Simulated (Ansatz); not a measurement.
# Al2H2: the cost of one run

The runs use Ansatz 0.2.0, Gaussian basis; cc-pVDZ, all electrons in the functionals, frozen cores in the correlation of double hybrids and RPA.

The runs, in order: wB97M-V, B2PLYP, RKS PBE0, RPA-PBE, at 2.343 Å; 2.635 Å; 2.964 Å; 3.678 Å; 4.925 Å; 6.978 Å.

2 further runs of the same task are left out: 2 for a known fault of the program. Runs told in other sessions of the task aren't counted.

## Step 1: The geometry

The geometry derives from a PBE0/def2-TZVP stationary point (not a proven minimum). One bond is set to the value named and the two fragments are kept rigid.

4 atoms, charge 0, spin multiplicity 1.

Atoms are counted from 1 here; the program's logs count them from 0.

Bond lengths: Al1–Al2 2.635 Å, Al1–H3 1.622 Å, Al2–H4 1.622 Å. Angles: Al2–Al1–H3 120.2°, Al1–Al2–H4 120.2°.

Geometry (Å):

```
Al    0.0000   -0.1535    1.3084
Al    0.0000    0.1535   -1.3084
H     0.0000    1.1439    2.2825
H     0.0000   -1.1439   -2.2825
```

No dispersion term is added; wB97M-V holds VV10 nonlocal correlation.

The geometry shown and the zero of energy belong to the point 2.635 Å. The yardstick, RCCSDTQ, and other wave-function levels (R restricted, U unrestricted, valence and pair active spaces) come from earlier runs.

## Step 2: wB97M-V, 2.343 Å

in.yaml

```yaml
crystal:
  periodic: [false, false, false]
  atoms:
    - {symbol: Al, position_ang: [0.000000, -0.136508, 1.163520]}
    - {symbol: Al, position_ang: [0.000000, 0.136508, -1.163520]}
    - {symbol: H, position_ang: [0.000000, 1.160894, 2.137647]}
    - {symbol: H, position_ang: [0.000000, -1.160894, -2.137647]}
basis:
  gaussian: {orbitals: cc-pVDZ}
magnetization: {spin_polarized: true, initial_magnetization: 0}
hamiltonian: {xc: {name: wB97M-V}}
output: {forces: true, orbitals: {seedname: orbitals}}
```

On the command line:

```sh
> ansatz run in.yaml --threads 1 --pin off --events-out ev --progress --plain --max-ram 2816MiB --backend cpu
```

**Question.** How long does this run take on 1 thread of AMD EPYC 7R13, shared host, and how much memory does it need?

About 7.5 s, with a peak of 0.26 GiB.
